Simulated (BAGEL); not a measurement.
# C2H6Si (SiMe2): B3LYP/6-31G(d) (density fitting with qzvpp-jkfit, spherical functions)

Aim: the energy change on altering one bond length of C2H6Si (SiMe2) at B3LYP/6-31G* (density fitting with qzvpp-jkfit, spherical functions), from 2 runs. 

The calculation is run with BAGEL 1.2.2.

2 further runs of the same task are left out: 2 set aside as unsound or not needed.

**1. The structure to begin with**

C2H6Si: 9 atoms, total charge 0, spin state singlet. As SMILES, `C[Si]C`. Geometry: relaxed at GFN2-xTB.

Bond lengths: Si1–C2 1.926 Å, Si1–C6 1.926 Å, C2–H3 1.091 Å, C2–H4 1.091 Å, C2–H5 1.088 Å, C6–H7 1.091 Å, C6–H8 1.091 Å, C6–H9 1.088 Å. Some angles: C2–Si1–C6 98.8°, Si1–C2–H3 111.3°, Si1–C2–H4 111.6°, Si1–C2–H5 111.8°, Si1–C6–H7 111.2°, Si1–C6–H8 111.7°, Si1–C6–H9 111.7°, H3–C2–H4 107.4°, H3–C2–H5 107.2°, H4–C2–H5 107.3°.

**2. A single-point energy at B3LYP/6-31G(d) (density fitting with qzvpp-jkfit, spherical functions)**

Contents of calc.json:

```json
{ "bagel": [

{
  "title": "molecule",
  "basis": "6-31gs.json",
  "df_basis": "qzvpp-jkfit",
  "angstrom": true,
  "geometry": [
    { "atom": "Si", "xyz": [   -0.001340,    0.011450,   -1.288740 ] },
    { "atom": "C", "xyz": [    1.461870,   -0.015910,   -0.036860 ] },
    { "atom": "H", "xyz": [    1.445300,   -0.920370,    0.572300 ] },
    { "atom": "H", "xyz": [    1.423980,    0.836260,    0.642740 ] },
    { "atom": "H", "xyz": [    2.425990,    0.015410,   -0.541030 ] },
    { "atom": "C", "xyz": [   -1.461920,    0.015870,   -0.033360 ] },
    { "atom": "H", "xyz": [   -1.455220,    0.919550,    0.577050 ] },
    { "atom": "H", "xyz": [   -1.412680,   -0.836710,    0.644780 ] },
    { "atom": "H", "xyz": [   -2.425970,   -0.025560,   -0.536870 ] }
  ]
},
{
  "title": "ks",
  "xc_func": "b3lyp"
},
{
  "title": "print",
  "file": "orbitals.molden",
  "orbitals": true
}

]}
```

The basis set 6-31G* is read from a file made from the Basis Set Exchange's data (not shown).

Started as:

```
$ BAGEL_NUM_THREADS=1 BAGEL calc.json > calc.out
```

Log:

```text
* using 1 threads per process

  ===============================================================
  ===============================================================

  *** Geometry ***

  { "atom" : "Si", "xyz" : [     -0.002532,      0.021637,     -2.435366 ] },
  { "atom" : "C", "xyz" : [      2.762534,     -0.030066,     -0.069655 ] },
  { "atom" : "H", "xyz" : [      2.731221,     -1.739247,      1.081490 ] },
  { "atom" : "H", "xyz" : [      2.690932,      1.580302,      1.214603 ] },
  { "atom" : "H", "xyz" : [      4.584457,      0.029121,     -1.022399 ] },
  { "atom" : "C", "xyz" : [     -2.762628,      0.029990,     -0.063041 ] },
  { "atom" : "H", "xyz" : [     -2.749967,      1.737698,      1.090466 ] },
  { "atom" : "H", "xyz" : [     -2.669578,     -1.581153,      1.218458 ] },
  { "atom" : "H", "xyz" : [     -4.584419,     -0.048301,     -1.014537 ] },

  Number of auxiliary basis functions:      386

  Since a DF basis is specified, we compute 2- and 3-index integrals:
    o Being stored without compression. Storage requirement is 0.010 GB

  Number of basis functions:       58
  Number of electrons      :       32

    * METHOD: MOLECULE                             0.14

  *** Kohn-Sham DFT ***

    * Removing 15704 points whose weight is below 1.00e-10
    * Grid points: 118450

  === Nuclear Repulsion ===
    96.5117842243

       - DIIS with orbital gradients will be used.

  === KS iteration (b3lyp / 6-31gs.json) ===
      0       -349.50183371          0.16250399           0.25
      1       -360.04980962          0.11349395           0.25
      2       -356.92320178          0.20360765           0.24
      3       -367.53015407          0.07916942           0.24
      4       -368.43383814          0.05214404           0.24
      5       -369.21552678          0.01256907           0.24
      6       -369.26043564          0.00451797           0.24
      7       -369.26534005          0.00185471           0.24
      8       -369.26630693          0.00025571           0.23
      9       -369.26632334          0.00004522           0.23
     10       -369.26632405          0.00000295           0.23
     11       -369.26632405          0.00000143           0.23
     12       -369.26632405          0.00000040           0.24
     13       -369.26632405          0.00000011           0.24
     14       -369.26632405          0.00000004           0.24
     15       -369.26632405          0.00000001           0.24
    * SCF iteration converged.

    * Permanent dipole moment:
           (   -0.000563,     0.004459,    -0.580058) a.u.

    * METHOD: KS                                   4.34

    * METHOD: PRINT                                0.01

  ===============================================================
```

Run time: 4.8 s. Hardware: 1 thread of Arm Neoverse V1, shared host; peak memory 0.33 GiB.

**3. The distorted shape, same level**

Contents of job.json:

```json
{ "bagel": [

{
  "title": "molecule",
  "basis": "6-31gs.json",
  "df_basis": "qzvpp-jkfit",
  "angstrom": true,
  "geometry": [
    { "atom": "Si", "xyz": [       0.011916,       0.735041,      -1.776084 ] },
    { "atom": "C", "xyz": [       1.475126,       0.707681,      -0.524204 ] },
    { "atom": "H", "xyz": [       1.445300,      -0.920370,       0.572300 ] },
    { "atom": "H", "xyz": [       1.437236,       1.559851,       0.155396 ] },
    { "atom": "H", "xyz": [       2.439246,       0.739001,      -1.028374 ] },
    { "atom": "C", "xyz": [      -1.448664,       0.739461,      -0.520704 ] },
    { "atom": "H", "xyz": [      -1.441964,       1.643141,       0.089706 ] },
    { "atom": "H", "xyz": [      -1.399424,      -0.113119,       0.157436 ] },
    { "atom": "H", "xyz": [      -2.412714,       0.698031,      -1.024214 ] }
  ]
},

{ "title": "ks", "xc_func": "b3lyp" },

{ "title": "print", "file": "orbitals.molden", "orbitals": true }

]}
```

The basis set 6-31G* is read from a file made from the Basis Set Exchange's data (not shown).

Started as:

```
$ BAGEL_NUM_THREADS=1 BAGEL job.json > job.out
```

Log:

```text
* using 1 threads per process

  ===============================================================
  ===============================================================

  *** Geometry ***

  { "atom" : "Si", "xyz" : [      0.022518,      1.389026,     -3.356312 ] },
  { "atom" : "C", "xyz" : [      2.787584,      1.337323,     -0.990602 ] },
  { "atom" : "H", "xyz" : [      2.731221,     -1.739247,      1.081490 ] },
  { "atom" : "H", "xyz" : [      2.715982,      2.947691,      0.293656 ] },
  { "atom" : "H", "xyz" : [      4.609507,      1.396509,     -1.943345 ] },
  { "atom" : "C", "xyz" : [     -2.737578,      1.397379,     -0.983988 ] },
  { "atom" : "H", "xyz" : [     -2.724917,      3.105086,      0.169520 ] },
  { "atom" : "H", "xyz" : [     -2.644528,     -0.213764,      0.297511 ] },
  { "atom" : "H", "xyz" : [     -4.559369,      1.319087,     -1.935484 ] },

  Number of auxiliary basis functions:      386

  Since a DF basis is specified, we compute 2- and 3-index integrals:
    o Being stored without compression. Storage requirement is 0.010 GB

  Number of basis functions:       58
  Number of electrons      :       32

    * METHOD: MOLECULE                             0.14

  *** Kohn-Sham DFT ***

    * Removing 14794 points whose weight is below 1.00e-10
    * Grid points: 119360

  === Nuclear Repulsion ===
    94.2695278557

       - DIIS with orbital gradients will be used.

  === KS iteration (b3lyp / 6-31gs.json) ===
      0       -348.58099356          0.16437162           0.26
      1       -357.87684687          0.11990757           0.25
      2       -350.91476404          0.15897974           0.26
      3       -367.56779879          0.06929366           0.25
      4       -368.51425840          0.04457693           0.25
      5       -369.12532235          0.00763634           0.26
      6       -369.12802497          0.00798386           0.24
      7       -369.14950287          0.00123844           0.25
      8       -369.14990220          0.00061460           0.25
      9       -369.15004186          0.00017974           0.24
     10       -369.15005179          0.00002537           0.25
     11       -369.15005199          0.00001032           0.25
     12       -369.15005204          0.00000514           0.23
     13       -369.15005205          0.00000182           0.24
     14       -369.15005205          0.00000054           0.23
     15       -369.15005205          0.00000012           0.23
     16       -369.15005205          0.00000007           0.24
     17       -369.15005205          0.00000002           0.24
     18       -369.15005205          0.00000000           0.24
    * SCF iteration converged.

    * Permanent dipole moment:
           (    0.103975,    -0.286055,    -0.276306) a.u.

    * METHOD: KS                                   5.22

    * METHOD: PRINT                                0.01

  ===============================================================
```

Run time: 5.7 s. Hardware: 1 thread of Arm Neoverse V1, shared host; peak memory 0.34 GiB.

**4. Summary of results**

At B3LYP/6-31G* (density fitting with qzvpp-jkfit, spherical functions):

| quantity | value |
| --- | --- |
| first shape: total energy | -369.26632 Eh |
| first shape: dipole moment | 1.47 D |
| first shape: HOMO energy | -5.60 eV |
| first shape: LUMO energy | -2.25 eV |
| first shape: HOMO–LUMO gap | 3.35 eV |
| distorted shape: total energy | -369.15005 Eh |
| distorted shape: dipole moment | 1.04 D |
| distorted shape: HOMO energy | -5.87 eV |
| distorted shape: LUMO energy | -2.84 eV |
| distorted shape: HOMO–LUMO gap | 3.03 eV |
| energy change with the C2–H3 bond stretched from 1.091 to 1.963 Å | 3.164 eV |

In words: One bond (distorted shape) is far stretched, which a spin-restricted single reference describes badly; a broken-symmetry solution may lie lower. With the C2–H3 bond stretched from 1.091 to 1.963 Å the energy rises by 3.16 eV (305 kJ/mol). The first shape isn't relaxed at this level, so the change isn't measured from a minimum. A restricted reference can't describe the breaking bond well at this length.
